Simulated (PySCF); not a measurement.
BCl₃, SMILES `ClB(Cl)Cl`, neutral singlet in the gas phase. 

Cartesian coordinates (Å):
SMILES: B(Cl)(Cl)Cl
```xyz
4

Cl    -0.8627     1.5077     0.0000
B      0.0000    -0.0001     0.0002
Cl    -0.8744    -1.5010    -0.0008
Cl     1.7371    -0.0067     0.0006
```
Charge 0, spin multiplicity 1.

All levels are single points at this geometry (PBE0-D4/def2-TZVP); Pople sets use spherical d functions. Orbital energies aren't observables, and empty levels follow the basis.

PBE/6-31G* in PySCF gives HOMO (eV) = -7.61.

### Question
Estimate the HOMO (eV) from each of these levels: PBE0-D4/def2-TZVP in PySCF; B3LYP/3-21G in PySCF; B3LYP/LANL2DZ in PySCF; M06-2X/6-31G* in PySCF; HF/STO-3G in PySCF.

### Answer

```tsv
level	HOMO (eV)
PBE0-D4/def2-TZVP in PySCF	-9.09
B3LYP/3-21G in PySCF	-9.06
B3LYP/LANL2DZ in PySCF	-9.12
M06-2X/6-31G* in PySCF	-10.45
HF/STO-3G in PySCF	-11.66
```
